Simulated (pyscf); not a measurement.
Structures and frequencies: ωB97X-D3(BJ)/def2-SVP in PySCF. Correlated levels are frozen-core, on RHF or UHF. ΔMP2 is the change of the MP2 total energy from the triple- to the quadruple-zeta basis.

### Question
For H₃C–CH₂–OH (SMILES CCO) + H• (SMILES [H]) -> •H₂C–CH₃ (SMILES [CH2]C) + H₂O (SMILES O), a substitution at O (doublet surface; C–O broken, H–O formed), PBE/def2-TZVP gives ΔE‡ = 0.69 eV and ΔE = -0.98 eV (zero: the separated reactants). In which direction and how far do B3LYP-D3(BJ)/def2-TZVP, ωB97M-D3(BJ)/def2-TZVP, CCSD(T)/def2-TZVPP + ΔMP2(QZVPP) move these?

### Answer
B3LYP-D3(BJ): ΔE‡ = 0.81 eV, ΔE = -1.14 eV; ωB97M-D3(BJ): ΔE‡ = 1.10 eV, ΔE = -1.03 eV; CCSD(T): ΔE‡ = 1.09 eV, ΔE = -1.13 eV. PBE's barrier lies under all of them, by 0.12 to 0.42 eV. Its reaction energy lies over all of them, by 0.05 to 0.16 eV. Low barriers are usual for a GGA, whose delocalisation error favours stretched bonds. This is the saddle that the search found; another between the same sides may lie lower. The angle at the attacked O is 159°. The CCSD(T) − MP2 part came from Ansatz, without density fitting, on the same reference.
